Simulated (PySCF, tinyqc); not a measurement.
RHF in the sto-3g basis, for CH2, spin multiplicity 1, step by step (part 1 of 2). This run ends on a higher stationary point, not on the lowest solution. The lowest restricted solution is unstable here: a spin-polarised one lies 0.0188 hartree lower (PySCF). Computed by tinyqc, a small Python program that keeps every step (integrals from PySCF). Settings: charge = 0, multiplicity = 1, basis = sto-3g, energy threshold = 1e-09, iteration cap = 50, orthogonalisation = canonical, start = core, DIIS depth = 4, shift = 1.0, method = RHF. Command: `OMP_NUM_THREADS=1 python tinyqc.py 31811 31812 out.jsonl` (the two numbers bound the seeds that draw the settings). One thread of a shared host (Intel(R) Xeon(R) Processor @ 2.60GHz), about 0.07 s of CPU time with the checks. Later iterations appear only in the table of the cycle.

## One-electron integrals

Geometry (angstrom):

| atom | x | y | z |
|---|---|---|---|
| C | 0.000000 | 0.000000 | 0.000000 |
| H | 0.000000 | 1.099000 | 0.833000 |
| H | 0.000000 | -1.099000 | 0.833000 |

Basis sto-3g: exponents (1/bohr^2) and contraction coefficients of normalised primitives:

| element | l (shell) | exponent | coefficient |
|---|---|---|---|
| C | s (1) | 71.616837 | 0.154329 |
| C | s (1) | 13.045096 | 0.535328 |
| C | s (1) | 3.530512 | 0.444635 |
| C | s (2) | 2.941249 | -0.099967 |
| C | s (2) | 0.683483 | 0.399513 |
| C | s (2) | 0.222290 | 0.700115 |
| C | p (3) | 2.941249 | 0.155916 |
| C | p (3) | 0.683483 | 0.607684 |
| C | p (3) | 0.222290 | 0.391957 |
| H | s (1) | 3.425251 | 0.154329 |
| H | s (1) | 0.623914 | 0.535328 |
| H | s (1) | 0.168855 | 0.444635 |

Overlap, kinetic and nuclear-attraction integrals over the contracted functions; the nuclear repulsion is the sum of Za Zb / Rab.

nuclear repulsion = 4.84557247 hartree

overlap S, lower triangle:
```
           1C 1s     1C 2s    1C 2px     1C 2py    1C 2pz     2H 1s     3H 1s
1C 1s   1.000000
1C 2s   0.248362  1.000000
1C 2px  0.000000  0.000000  1.000000
1C 2py  0.000000  0.000000  0.000000   1.000000
1C 2pz  0.000000  0.000000  0.000000   0.000000  1.000000
2H 1s   0.032056  0.339196  0.000000   0.285546  0.216433  1.000000
3H 1s   0.032056  0.339196  0.000000  -0.285546  0.216433  0.085376  1.000000
```

kinetic energy T (hartree), lower triangle:
```
            1C 1s     1C 2s    1C 2px     1C 2py    1C 2pz      2H 1s     3H 1s
1C 1s   15.891122
1C 2s   -0.085890  0.472250
1C 2px   0.000000  0.000000  1.477728
1C 2py   0.000000  0.000000  0.000000   1.477728
1C 2pz   0.000000  0.000000  0.000000   0.000000  1.477728
2H 1s   -0.009782  0.035670  0.000000   0.094819  0.071869   0.760032
3H 1s   -0.009782  0.035670  0.000000  -0.094819  0.071869  -0.011416  0.760032
```

nuclear attraction V (hartree), lower triangle:
```
             1C 1s      1C 2s     1C 2px     1C 2py     1C 2pz      2H 1s      3H 1s
1C 1s   -34.420211
1C 2s    -4.382839  -5.951813
1C 2px    0.000000   0.000000  -5.858747
1C 2py    0.000000   0.000000   0.000000  -5.955694
1C 2pz   -0.012783  -0.143090   0.000000   0.000000  -5.914444
2H 1s    -0.573399  -1.596383   0.000000  -1.223498  -0.953932  -3.754217
3H 1s    -0.573399  -1.596383   0.000000   1.223498  -0.953932  -0.346464  -3.754217
```

core Hamiltonian H = T + V (hartree), lower triangle:
```
             1C 1s      1C 2s     1C 2px     1C 2py     1C 2pz      2H 1s      3H 1s
1C 1s   -18.529089
1C 2s    -4.468729  -5.479563
1C 2px    0.000000   0.000000  -4.381019
1C 2py    0.000000   0.000000   0.000000  -4.477966
1C 2pz   -0.012783  -0.143090   0.000000   0.000000  -4.436716
2H 1s    -0.583181  -1.560714   0.000000  -1.128679  -0.882063  -2.994185
3H 1s    -0.583181  -1.560714   0.000000   1.128679  -0.882063  -0.357880  -2.994185
```

## Two-electron integrals

Functions are numbered as in S; the eight-fold symmetry (ij|kl) = (ji|kl) = (kl|ij) leaves the list below.

Two-electron integrals (ij|kl) in chemists' order, unique and non-zero (hartree):
```
(11|11) 3.541948    (21|11) 0.576921    (21|21) 0.111888    (22|11) 0.854682
(22|21) 0.205284    (22|22) 0.624709    (31|31) 0.020296    (32|31) 0.030858
(32|32) 0.137996    (33|11) 0.852436    (33|21) 0.205335    (33|22) 0.624568
(33|33) 0.672833    (41|41) 0.020296    (42|41) 0.030858    (42|42) 0.137996
(43|43) 0.036269    (44|11) 0.852436    (44|21) 0.205335    (44|22) 0.624568
(44|33) 0.600295    (44|44) 0.672833    (51|51) 0.020296    (52|51) 0.030858
(52|52) 0.137996    (53|53) 0.036269    (54|54) 0.036269    (55|11) 0.852436
(55|21) 0.205335    (55|22) 0.624568    (55|33) 0.600295    (55|44) 0.600295
(55|55) 0.672833    (61|11) 0.074706    (61|21) 0.014413    (61|22) 0.026441
(61|33) 0.026357    (61|41) 0.000669    (61|42) 0.001265    (61|44) 0.026523
(61|51) 0.000507    (61|52) 0.000959    (61|54) 0.000126    (61|55) 0.026452
(61|61) 0.001895    (62|11) 0.207479    (62|21) 0.050640    (62|22) 0.173359
(62|33) 0.168976    (62|41) 0.003801    (62|42) 0.028049    (62|44) 0.177215
(62|51) 0.002881    (62|52) 0.021260    (62|54) 0.006245    (62|55) 0.173710
(62|61) 0.006809    (62|62) 0.067485    (63|31) 0.004764    (63|32) 0.026259
(63|43) 0.005244    (63|53) 0.003974    (63|63) 0.007538    (64|11) 0.150488
(64|21) 0.037165    (64|22) 0.134906    (64|33) 0.128284    (64|41) 0.007138
(64|42) 0.046088    (64|44) 0.144628    (64|51) 0.001799    (64|52) 0.015029
(64|54) 0.008414    (64|55) 0.131649    (64|61) 0.005189    (64|62) 0.062204
(64|64) 0.063832    (65|11) 0.114065    (65|21) 0.028170    (65|22) 0.102253
(65|33) 0.097235    (65|41) 0.001799    (65|42) 0.015029    (65|44) 0.101674
(65|51) 0.006128    (65|52) 0.037651    (65|54) 0.008608    (65|55) 0.107734
(65|61) 0.003933    (65|62) 0.047148    (65|64) 0.042668    (65|65) 0.039879
(66|11) 0.380957    (66|21) 0.094488    (66|22) 0.369767    (66|33) 0.351443
(66|41) 0.007967    (66|42) 0.081372    (66|44) 0.386023    (66|51) 0.006038
(66|52) 0.061677    (66|54) 0.026211    (66|55) 0.371310    (66|61) 0.012809
(66|62) 0.192566    (66|64) 0.194971    (66|65) 0.147781    (66|66) 0.774606
(71|11) 0.074706    (71|21) 0.014413    (71|22) 0.026441    (71|33) 0.026357
(71|41) -0.000669   (71|42) -0.001265   (71|44) 0.026523    (71|51) 0.000507
(71|52) 0.000959    (71|54) -0.000126   (71|55) 0.026452    (71|61) 0.001847
(71|62) 0.006452    (71|64) 0.004545    (71|65) 0.003738    (71|66) 0.012026
(71|71) 0.001895    (72|11) 0.207479    (72|21) 0.050640    (72|22) 0.173359
(72|33) 0.168976    (72|41) -0.003801   (72|42) -0.028049   (72|44) 0.177215
(72|51) 0.002881    (72|52) 0.021260    (72|54) -0.006245   (72|55) 0.173710
(72|61) 0.006452    (72|62) 0.047195    (72|64) 0.031737    (72|65) 0.032166
(72|66) 0.103395    (72|71) 0.006809    (72|72) 0.067485    (73|31) 0.004764
(73|32) 0.026259    (73|43) -0.005244   (73|53) 0.003974    (73|63) 0.004913
(73|73) 0.007538    (74|11) -0.150488   (74|21) -0.037165   (74|22) -0.134906
(74|33) -0.128284   (74|41) 0.007138    (74|42) 0.046088    (74|44) -0.144628
(74|51) -0.001799   (74|52) -0.015029   (74|54) 0.008414    (74|55) -0.131649
(74|61) -0.004545   (74|62) -0.031737   (74|64) -0.017251   (74|65) -0.021285
(74|66) -0.066355   (74|71) -0.005189   (74|72) -0.062204   (74|74) 0.063832
(75|11) 0.114065    (75|21) 0.028170    (75|22) 0.102253    (75|33) 0.097235
(75|41) -0.001799   (75|42) -0.015029   (75|44) 0.101674    (75|51) 0.006128
(75|52) 0.037651    (75|54) -0.008608   (75|55) 0.107734    (75|61) 0.003738
(75|62) 0.032166    (75|64) 0.021285    (75|65) 0.026385    (75|66) 0.074289
(75|71) 0.003933    (75|72) 0.047148    (75|74) -0.042668   (75|75) 0.039879
(76|11) 0.042955    (76|21) 0.010558    (76|22) 0.038323    (76|33) 0.037119
(76|44) 0.038067    (76|51) 0.000944    (76|52) 0.007819    (76|55) 0.039739
(76|61) 0.001394    (76|62) 0.013799    (76|64) 0.011092    (76|65) 0.010577
(76|66) 0.037989    (76|71) 0.001394    (76|72) 0.013799    (76|74) -0.011092
(76|75) 0.010577    (76|76) 0.003648    (77|11) 0.380957    (77|21) 0.094488
(77|22) 0.369767    (77|33) 0.351443    (77|41) -0.007967   (77|42) -0.081372
(77|44) 0.386023    (77|51) 0.006038    (77|52) 0.061677    (77|54) -0.026211
(77|55) 0.371310    (77|61) 0.012026    (77|62) 0.103395    (77|64) 0.066355
(77|65) 0.074289    (77|66) 0.240371    (77|71) 0.012809    (77|72) 0.192566
(77|74) -0.194971   (77|75) 0.147781    (77|76) 0.037989    (77|77) 0.774606
```

## Orthogonalisation

S = U s U^T; canonical form X = U s^(-1/2), so that X^T S X = 1. Each column of U has its largest component positive (the first on a tie).

eigenvalues of S: 0.441957  0.551239  0.864933  1.000000  1.115675  1.363385  1.662812

X:
```
                1          2          3         4          5          6         7
1C 1s   -0.357740   0.000000   0.736600  0.000000  -0.599406   0.000000  0.209951
1C 2s    0.977580   0.000000  -0.348904  0.000000  -0.321664   0.000000  0.463295
1C 2px   0.000000   0.000000   0.000000  1.000000   0.000000   0.000000  0.000000
1C 2py   0.000000   0.900941   0.000000  0.000000   0.000000   0.636622  0.000000
1C 2pz   0.522179   0.000000   0.641624  0.000000   0.615937   0.000000  0.245420
2H 1s   -0.673184  -0.707955  -0.200206  0.000000   0.164597   0.405081  0.375791
3H 1s   -0.673184   0.707955  -0.200206  0.000000   0.164597  -0.405081  0.375791
```

## Starting guess

The start is the orbitals of the core Hamiltonian; D = 2 C_occ C_occ^T.

D at the start, lower triangle:
```
            1C 1s      1C 2s    1C 2px     1C 2py     1C 2pz     2H 1s     3H 1s
1C 1s    2.119988
1C 2s   -0.495530   2.039423
1C 2px   0.000000   0.000000  2.000000
1C 2py   0.000000   0.000000  0.000000   2.225691
1C 2pz  -0.229562   0.990041  0.000000   0.000000   0.480677
2H 1s    0.068309  -0.270428  0.000000  -0.238541  -0.131266  0.061428
3H 1s    0.068309  -0.270428  0.000000   0.238541  -0.131266  0.010296  0.061428
```

## Iteration 1: building the Fock matrix

J_ij = sum D_kl (ij|kl), K_ij = sum D_kl (ik|jl); F = H + J - 0.5 K; E = tr D H + tr D J / 2 - 0.25 tr D K + E_nn.

Coulomb J (hartree), lower triangle:
```
            1C 1s     1C 2s    1C 2px     1C 2py    1C 2pz     2H 1s     3H 1s
1C 1s   12.332245
1C 2s    2.407955  5.505467
1C 2px   0.000000  0.000000  5.542601
1C 2py   0.000000  0.000000  0.000000   5.536447
1C 2pz   0.044631  0.209970  0.000000   0.000000  5.421070
2H 1s    0.312378  1.492478  0.000000   1.139341  0.890825  3.051458
3H 1s    0.312378  1.492478  0.000000  -1.139341  0.890825  0.325929  3.051458
```

exchange K (hartree), lower triangle:
```
           1C 1s     1C 2s    1C 2px     1C 2py    1C 2pz     2H 1s     3H 1s
1C 1s   7.265021
1C 2s   1.294159  1.754909
1C 2px  0.000000  0.000000  1.704535
1C 2py  0.000000  0.000000  0.000000   1.698534
1C 2pz  0.024481  0.579005  0.000000   0.000000  0.672164
2H 1s   0.178754  0.469082  0.000000   0.285735  0.220119  0.212383
3H 1s   0.178754  0.469082  0.000000  -0.285735  0.220119  0.089571  0.212383
```

Fock matrix F (hartree), lower triangle:
```
            1C 1s      1C 2s    1C 2px     1C 2py     1C 2pz      2H 1s      3H 1s
1C 1s   -9.829354
1C 2s   -2.707854  -0.851551
1C 2px   0.000000   0.000000  0.309315
1C 2py   0.000000   0.000000  0.000000   0.209214
1C 2pz   0.019607  -0.222623  0.000000   0.000000   0.648273
2H 1s   -0.360179  -0.302777  0.000000  -0.132206  -0.101297  -0.048919
3H 1s   -0.360179  -0.302777  0.000000   0.132206  -0.101297  -0.076736  -0.048919
```

total energy of this density = -36.66291603 hartree

## Iteration 1: diagonalisation and new density

A level shift of 1 hartree raises the virtual space: F + shift (S - S D(s) S), with D(s) the density of one spin (D/2). Diagonalise F' = X^T F X, C = X C', fill 4 alpha and 4 beta electrons from the bottom; D = 2 C_occ C_occ^T. Each column has its largest component positive (the first on a tie).

F' = X^T F X (hartree), lower triangle:
```
           1          2          3         4          5         6          7
1   0.772093
2   0.000000   1.160268
3   1.266666   0.000000  -2.919571
4   0.000000   0.000000   0.000000  0.309315
5  -1.010231   0.000000   4.942540  0.000000  -3.635252
6   0.000000  -0.357340   0.000000  0.000000   0.000000  0.332276
7   0.015620   0.000000  -2.222933  0.000000   2.613901  0.000000  -1.199943
```

orbital energies (hartree): MO1 -9.837280, MO2 -0.147259, MO3 0.199386, MO4 0.309315, MO5 1.244715, MO6 1.293158, MO7 1.757152

coefficients C:
```
              MO1        MO2        MO3       MO4        MO5        MO6        MO7
1C 1s    0.991991  -0.255255   0.000000  0.000000   0.145758   0.000000   0.058972
1C 2s    0.031956   0.910003   0.000000  0.000000  -0.739288   0.000000  -0.140832
1C 2px   0.000000   0.000000   0.000000  1.000000   0.000000   0.000000   0.000000
1C 2py   0.000000   0.000000   0.910732  0.000000   0.000000  -0.622535   0.000000
1C 2pz   0.002273   0.337393   0.000000  0.000000  -0.049311   0.000000   1.003837
2H 1s   -0.005070   0.066126   0.132909  0.000000   0.764398   0.804752  -0.269941
3H 1s   -0.005070   0.066126  -0.132909  0.000000   0.764398  -0.804752  -0.269941
```

D after iteration 1, lower triangle:
```
            1C 1s     1C 2s    1C 2px     1C 2py    1C 2pz      2H 1s     3H 1s
1C 1s    2.098403
1C 2s   -0.401166  1.658253
1C 2px   0.000000  0.000000  2.000000
1C 2py   0.000000  0.000000  0.000000   1.658864
1C 2pz  -0.167732  0.614202  0.000000   0.000000  0.227678
2H 1s   -0.043816  0.120025  0.000000   0.242089  0.044598   0.044126
3H 1s   -0.043816  0.120025  0.000000  -0.242089  0.044598  -0.026533  0.044126
```

## Iteration 2: building the Fock matrix

As before.

Coulomb J (hartree), lower triangle:
```
            1C 1s     1C 2s    1C 2px     1C 2py    1C 2pz     2H 1s     3H 1s
1C 1s   11.983792
1C 2s    2.329877  5.350170
1C 2px   0.000000  0.000000  5.384971
1C 2py   0.000000  0.000000  0.000000   5.383772
1C 2pz   0.035710  0.195501  0.000000   0.000000  5.265413
2H 1s    0.302062  1.470098  0.000000   1.131598  0.882650  3.096259
3H 1s    0.302062  1.470098  0.000000  -1.131598  0.882650  0.323104  3.096259
```

exchange K (hartree), lower triangle:
```
            1C 1s     1C 2s    1C 2px     1C 2py    1C 2pz     2H 1s     3H 1s
1C 1s    7.228608
1C 2s    1.285313  1.751094
1C 2px   0.000000  0.000000  1.678716
1C 2py   0.000000  0.000000  0.000000   1.612574
1C 2pz  -0.000376  0.487287  0.000000   0.000000  0.579232
2H 1s    0.172813  0.592585  0.000000   0.439609  0.260330  0.480836
3H 1s    0.172813  0.592585  0.000000  -0.439609  0.260330  0.107081  0.480836
```

Fock matrix F (hartree), lower triangle:
```
             1C 1s      1C 2s    1C 2px     1C 2py     1C 2pz      2H 1s      3H 1s
1C 1s   -10.159601
1C 2s    -2.781509  -1.004940
1C 2px    0.000000   0.000000  0.164594
1C 2py    0.000000   0.000000  0.000000   0.099519
1C 2pz    0.023115  -0.191233  0.000000   0.000000   0.539081
2H 1s    -0.367525  -0.386908  0.000000  -0.216886  -0.129578  -0.138344
3H 1s    -0.367525  -0.386908  0.000000   0.216886  -0.129578  -0.088317  -0.138344
```

total energy of this density = -37.47372558 hartree

## Iteration 2: DIIS over 2 matrices

error matrix X^T (FDS - SDF) X:
```
           1          2          3         4          5         6         7
1   0.000000   0.000000  -0.271463  0.000000   0.033555  0.000000  0.537736
2   0.000000   0.000000   0.000000  0.000000   0.000000  0.698302  0.000000
3   0.271463   0.000000   0.000000  0.000000   0.010234  0.000000  0.185914
4   0.000000   0.000000   0.000000  0.000000   0.000000  0.000000  0.000000
5  -0.033555   0.000000  -0.010234  0.000000   0.000000  0.000000  0.064965
6   0.000000  -0.698302   0.000000  0.000000   0.000000  0.000000  0.000000
7  -0.537736   0.000000  -0.185914  0.000000  -0.064965  0.000000  0.000000
```

B (overlaps of the stored error matrices):
```
               1              2
1  2.3423757e+00  1.8879464e+00
2  1.8879464e+00  1.7809860e+00
```

Minimise |sum c_i e_i|^2 with sum c_i = 1: solve [B -1; -1 0][c; lambda] = [0; -1] with B_ij = tr e_i^T e_j, and take F = sum c_i F_i.

DIIS coefficients: -0.307827  1.307827

extrapolated F (hartree), lower triangle:
```
             1C 1s      1C 2s    1C 2px     1C 2py     1C 2pz      2H 1s      3H 1s
1C 1s   -10.261260
1C 2s    -2.804182  -1.052157
1C 2px    0.000000   0.000000  0.120045
1C 2py    0.000000   0.000000  0.000000   0.065752
1C 2pz    0.024195  -0.181570  0.000000   0.000000   0.505468
2H 1s    -0.369787  -0.412806  0.000000  -0.242952  -0.138284  -0.165871
3H 1s    -0.369787  -0.412806  0.000000   0.242952  -0.138284  -0.091882  -0.165871
```

## Iteration 2: diagonalisation and new density

As before.

F' = X^T F X (hartree), lower triangle:
```
           1          2          3         4          5          6          7
1   1.035033
2   0.000000   1.477552
3   1.362250   0.000000  -3.254406
4   0.000000   0.000000   0.000000  0.120045
5  -1.038154   0.000000   5.055684  0.000000  -3.933673
6   0.000000  -0.204890   0.000000  0.000000   0.000000  -0.126750
7   0.099320   0.000000  -2.124154  0.000000   2.688880   0.000000  -1.586276
```

orbital energies (hartree): MO1 -10.268686, MO2 -0.443061, MO3 -0.152504, MO4 0.120045, MO5 1.281952, MO6 1.503305, MO7 1.690472

coefficients C:
```
              MO1        MO2        MO3       MO4        MO5        MO6        MO7
1C 1s    0.992351  -0.234855   0.000000  0.000000  -0.182883   0.000000  -0.023694
1C 2s    0.030620   0.805531   0.000000  0.000000   0.834198   0.000000   0.223167
1C 2px   0.000000   0.000000   0.000000  1.000000   0.000000   0.000000   0.000000
1C 2py   0.000000   0.000000   0.744011  0.000000   0.000000   0.814512   0.000000
1C 2pz   0.000337   0.227333   0.000000  0.000000  -0.246241   0.000000   1.005806
2H 1s   -0.005001   0.199765   0.313627  0.000000  -0.623547  -0.752947  -0.482524
3H 1s   -0.005001   0.199765  -0.313627  0.000000  -0.623547   0.752947  -0.482524
```

D after iteration 2, lower triangle:
```
            1C 1s     1C 2s    1C 2px     1C 2py    1C 2pz      2H 1s     3H 1s
1C 1s    2.079834
1C 2s   -0.317595  1.299635
1C 2px   0.000000  0.000000  2.000000
1C 2py   0.000000  0.000000  0.000000   1.107105
1C 2pz  -0.106113  0.366269  0.000000   0.000000  0.103361
2H 1s   -0.103757  0.321527  0.000000   0.466684  0.090823   0.276585
3H 1s   -0.103757  0.321527  0.000000  -0.466684  0.090823  -0.116862  0.276585
```

## Iteration 20 (converged): orbitals

converged F (hartree), lower triangle:
```
             1C 1s      1C 2s     1C 2px     1C 2py     1C 2pz      2H 1s      3H 1s
1C 1s   -10.889013
1C 2s    -2.936915  -1.296611
1C 2px    0.000000   0.000000  -0.189496
1C 2py    0.000000   0.000000   0.000000  -0.025770
1C 2pz    0.009060  -0.092293   0.000000   0.000000   0.249634
2H 1s    -0.386253  -0.476929   0.000000  -0.283732  -0.136586  -0.253008
3H 1s    -0.386253  -0.476929   0.000000   0.283732  -0.136586  -0.077356  -0.253008
```

Diagonalise F' = X^T F X, C = X C', fill 4 alpha and 4 beta electrons from the bottom; D = 2 C_occ C_occ^T. Each column has its largest component positive (the first on a tie).

F' = X^T F X (hartree), lower triangle:
```
           1         2          3          4          5          6          7
1   0.167974
2   0.000000  0.526894
3   1.222070  0.000000  -4.265463
4   0.000000  0.000000   0.000000  -0.189496
5  -0.972116  0.000000   4.715638   0.000000  -4.874234
6   0.000000  0.134624   0.000000   0.000000   0.000000  -0.360769
7   0.421091  0.000000  -2.209441   0.000000   2.670762   0.000000  -1.932385
```

orbital energies (hartree): MO1 -10.894940, MO2 -0.665160, MO3 -0.380737, MO4 -0.189496, MO5 0.112833, MO6 0.543160, MO7 0.546862

coefficients C:
```
              MO1        MO2        MO3       MO4        MO5        MO6        MO7
1C 1s    0.993306  -0.224701   0.000000  0.000000  -0.152773  -0.115922   0.000000
1C 2s    0.027010   0.756711   0.000000  0.000000   0.681182   0.598462   0.000000
1C 2px   0.000000   0.000000   0.000000  1.000000   0.000000   0.000000   0.000000
1C 2py   0.000000   0.000000   0.497547  0.000000   0.000000   0.000000   0.984596
1C 2pz   0.001253   0.074137   0.000000  0.000000  -0.568872   0.891542   0.000000
2H 1s   -0.004608   0.274837   0.504568  0.000000  -0.441207  -0.625580  -0.640861
3H 1s   -0.004608   0.274837  -0.504568  0.000000  -0.441207  -0.625580   0.640861
```

D after iteration 20, lower triangle:
```
            1C 1s     1C 2s    1C 2px     1C 2py    1C 2pz      2H 1s     3H 1s
1C 1s    2.074294
1C 2s   -0.286408  1.146682
1C 2px   0.000000  0.000000  2.000000
1C 2py   0.000000  0.000000  0.000000   0.495106
1C 2pz  -0.030828  0.112268  0.000000   0.000000  0.010996
2H 1s   -0.132666  0.415695  0.000000   0.502093  0.040740   0.660290
3H 1s   -0.132666  0.415695  0.000000  -0.502093  0.040740  -0.358065  0.660290
```
